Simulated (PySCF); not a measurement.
Computed with TPSSh-D3(BJ)/def2-TZVP // PBE-D3(BJ)/def2-SVP run with PySCF 2.14.0. Isolated molecules, 0 K electronic values unless said otherwise. 

Reference species (SMILES): `C[N]C` (neutral, multiplicity 2).

```
Item            Value
-------------  ------
dipole moment  1.70 D
```

Changed species: `[SH]` (free radical SH; the reference has free radical N(CH3)2).

Problem. What does the change do to the dipole moment?

Solution. the dipole moment falls by 0.82 D, to 0.88 D.
